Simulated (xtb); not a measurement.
C₂H₈N, charge +2, quartet, at a GFN2-xTB geometry of the parent state (a state made from the parent by changing its charge; the spin is typed, not shown lowest); GFN1-xTB (xtb).

Here is a job for xtb.
```
$ xtb mol.xyz --gfn 1 --chrg 2 --uhf 3 --json

# file mol.xyz
11

C      1.24236279    -0.39750113    -0.00322907
C      0.10487807     0.60216964     0.01031472
N     -1.20786753    -0.12281767    -0.00534211
H      2.18965049     0.13332978     0.00819683
H      1.21540996    -1.04156893     0.87213189
H      1.22024591    -1.01206128    -0.89968502
H      0.14835877     1.25030737    -0.86574484
H      0.14351839     1.22077270     0.90769459
H     -1.27417674    -0.73835213     0.81691315
H     -1.26963260    -0.71062506    -0.84798726
H     -2.00174661     0.52991014     0.00336156
```

What the program printed (banner, timings and long lists left out):

```
   ID    Z sym.   atoms
    1    6 C      1, 2
    2    7 N      3
    3    1 H      4-11

           -------------------------------------------------
          |                Calculation Setup                |
           -------------------------------------------------

           -------------------------------------------------
          |                 G F N 1 - x T B                 |
           -------------------------------------------------

          ...................................................
          :                      SETUP                      :
          :.................................................:
          :  # basis functions                  28          :
          :  # atomic orbitals                  28          :
          :  # shells                           22          :
          :  # electrons                        19          :
          :  # halogen bonds                     0          :
          :  max. iterations                   250          :
          :  Hamiltonian                  GFN1-xTB          :
          :  restarted?                      false          :
          :  GBSA solvation                  false          :
          :  PC potential                    false          :
          :  electronic temp.          300.0000000     K    :
          :  accuracy                    1.0000000          :
          :  -> integral cutoff          0.2500000E+02      :
          :  -> integral neglect         0.1000000E-07      :
          :  -> SCF convergence          0.1000000E-05 Eh   :
          :  -> wf. convergence          0.2000000E-04 e    :
          :  Broyden damping             0.4000000          :
          :  net charge                          2          :
          :  unpaired electrons                  3          :
          ...................................................

 iter      E             dE          RMSdq      gap      omega  full diag
   1    -10.0228122 -0.100228E+02  0.583E+00    0.41       0.0  T
   2     -9.8957342  0.127078E+00  0.472E+00    0.64       1.0  T
   3    -10.0511041 -0.155370E+00  0.323E+00    0.41       1.0  T
   4    -10.0999050 -0.488009E-01  0.214E+00    0.41       1.0  T
   5    -10.1857285 -0.858235E-01  0.129E+00    0.29       1.0  T
   6    -10.0743388  0.111390E+00  0.189E+00    0.60       1.0  T
   7    -10.2227872 -0.148448E+00  0.728E-01    0.11       1.0  T
   8    -10.2429613 -0.201741E-01  0.323E-01    0.04       1.0  T
   9    -10.2338981  0.906317E-02  0.549E-01    0.07       1.0  T
  10    -10.2328133  0.108477E-02  0.573E-01    0.07       1.0  T
  11    -10.1774011  0.554122E-01  0.128E+00    0.20       1.0  T
  12    -10.2250937 -0.476925E-01  0.737E-01    0.11       1.0  T
  13    -10.2265396 -0.144593E-02  0.693E-01    0.11       1.0  T
  14    -10.2392628 -0.127232E-01  0.366E-01    0.05       1.0  T
  15    -10.2448883 -0.562548E-02  0.891E-02    0.03       1.0  T
  16    -10.2442905  0.597861E-03  0.141E-01    0.03       1.0  T
  17    -10.2450594 -0.768931E-03  0.333E-02    0.03       1.0  T
  18    -10.2449555  0.103937E-03  0.618E-02    0.03       1.0  T
  19    -10.2450985 -0.143038E-03  0.134E-02    0.03       2.3  T
  20    -10.2451034 -0.488016E-05  0.335E-03    0.03       9.0  T
  21    -10.2451026  0.812171E-06  0.535E-03    0.03       5.6  T
  22    -10.2451036 -0.105659E-05  0.150E-03    0.03      20.1  T
  23    -10.2451037 -0.736381E-07  0.517E-04    0.03      58.4  T
  24    -10.2451037 -0.103085E-07  0.794E-05    0.03     379.9  T
  25    -10.2451037 -0.104007E-09  0.274E-05    0.03    1098.8  T

   *** convergence criteria satisfied after 25 iterations ***

         :::::::::::::::::::::::::::::::::::::::::::::::::::::
         ::                     SUMMARY                     ::
         :::::::::::::::::::::::::::::::::::::::::::::::::::::
         :: total energy             -10.095332065109 Eh    ::
         :: gradient norm              0.118725693462 Eh/a0 ::
[...]
         2        2.0000           -1.1586406             -31.5282
         3        2.0000           -1.1150869             -30.3431
         4        2.0000           -1.0793979             -29.3719
         5        2.0000           -1.0682574             -29.0688
         6        2.0000           -1.0493749             -28.5549
         7        2.0000           -1.0239663             -27.8635
         8        1.9987           -1.0017215             -27.2582
         9        1.0013           -0.9890960             -26.9147
        10        1.0000           -0.9725372             -26.4641
        11        0.6342           -0.5897496             -16.0479 (HOMO)
        12        0.3651           -0.5887012             -16.0194 (LUMO)
        13        0.0007           -0.5823364             -15.8462
        14                         -0.5536575             -15.0658
        15                         -0.5153841             -14.0243
        16                         -0.5077497             -13.8166
        17                         -0.4961807             -13.5018
        18                         -0.4933894             -13.4258
        19                         -0.4906095             -13.3502
        20                         -0.3945755             -10.7369
        21                         -0.2758270              -7.5056
        22                         -0.2402309              -6.5370
       ...                                ...                  ...
        28                          0.1585964               4.3156
      -------------------------------------------------------------
                  HL-Gap            0.0010484 Eh            0.0285 eV
             Fermi-level           -0.7923178 Eh          -21.5601 eV

  Mulliken/CM5 charges         n(s)   n(p)   n(d)
     1C     0.11845 -0.03032   1.171  2.711  0.000
     2C     0.15577  0.08846   1.122  2.722  0.000
     3N    -0.15122 -0.76151   1.493  3.658  0.000
     4H     0.23307  0.28540   0.767  0.000  0.000
     5H     0.19327  0.24731   0.807  0.000  0.000
     6H     0.19327  0.24731   0.807  0.000  0.000
     7H     0.22026  0.28335   0.780  0.000  0.000
     8H     0.22026  0.28335   0.780  0.000  0.000
     9H     0.25804  0.43809   0.742  0.000  0.000
    10H     0.25804  0.43809   0.742  0.000  0.000
    11H     0.30080  0.48047   0.699  0.000  0.000

Wiberg/Mayer (AO) data.
largest (>0.10) Wiberg bond orders for each atom

 ---------------------------------------------------------------------------
     #   Z sym  total        # sym  WBO       # sym  WBO       # sym  WBO
 ---------------------------------------------------------------------------
     1   6 C    3.635 --     2 C    1.281     4 H    0.697     5 H    0.688
                             6 H    0.688
     2   6 C    3.825 --     1 C    1.281     3 N    0.910     7 H    0.708
                             8 H    0.708
     3   7 N    3.550 --     2 C    0.910    11 H    0.847     9 H    0.815
                            10 H    0.815
     4   1 H    0.905 --     1 C    0.697
     5   1 H    0.955 --     1 C    0.688
     6   1 H    0.955 --     1 C    0.688
     7   1 H    0.963 --     2 C    0.708
     8   1 H    0.963 --     2 C    0.708
     9   1 H    0.952 --     3 N    0.815
    10   1 H    0.952 --     3 N    0.815
    11   1 H    0.904 --     3 N    0.847
 ---------------------------------------------------------------------------

Topologies differ in total number of bonds
Writing topology from bond orders to xtbtopo.mol

 dipole moment from electron density (au)
     X       Y       Z
   0.1002   0.0974   0.0019  total (Debye):    0.355

           -------------------------------------------------
          | TOTAL ENERGY              -10.095332065109 Eh   |
          | GRADIENT NORM               0.118725693462 Eh/α |
          | HOMO-LUMO GAP               0.028527264839 eV   |
           -------------------------------------------------

normal termination of xtb
```
